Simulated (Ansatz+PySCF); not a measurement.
## quintet O₄ in separate pieces: levels of theory in one basis

```yaml
atoms:
  - { symbol: O, position_ang: [0.0000, 0.0000, -0.5941] }
  - { symbol: O, position_ang: [0.0000, 0.0000, 0.5941] }
  - { symbol: O, position_ang: [29.8745, -0.5321, -0.2326] }
  - { symbol: O, position_ang: [30.1255, 0.5321, 0.2326] }
```

Basis set: cc-pVDZ (spherical functions). Left uncorrelated: 4 orbitals. Correlation on ROHF uses semicanonical orbitals with singles. Charge 0, multiplicity 5.

Computed with Ansatz (development build ahead of 0.2.0); each method stands on the lowest determinant of its kind that the runs found. NEVPT2 correlates all electrons. Active spaces start from the frontier orbitals, and the lowest solution found is given.

| method | E − E(ROHF) (eV) | <S²> of the determinant |
| --- | --- | --- |
| ROHF | 0.00 | 6.00 |
| UHF | -1.05 | 6.06 |
| ROHF-MP2 | -20.31 | – |
| UHF-MP2 | -19.57 | 6.06 |
| ROHF-CCSD | -19.76 | – |
| ROHF-CCSD(T) | -20.32 | – |
| UHF-CCSD(T) | -20.32 | 6.06 |
| CASSCF(6,6) | -0.69 | – |
| SC-NEVPT2(6,6) | -20.36 | – |

Task: What does UHF-CCSD give on the same scale?

Result: -19.82 eV.

Task: Is a single determinant a sound starting point here?

Result: Only with care. Unrestricted orbitals gain 1.05 eV and <S²> is 6.06 against 6.00 for a pure state, but several determinants compete. The CASSCF(6,6) natural occupations are 1.98, 1.00, 1.00, 1.00, 1.00, 0.02.

Caution for ROHF, ROHF-MP2, ROHF-CCSD, ROHF-CCSD(T): an unrestricted determinant lies well below. Caution for ROHF-MP2: MP2 forces lie far from those of the mean fields. Caution for ROHF-CCSD: another reference gives a lower total. Caution for CASSCF(6,6), SC-NEVPT2(6,6): other starts end on other solutions of this active space.
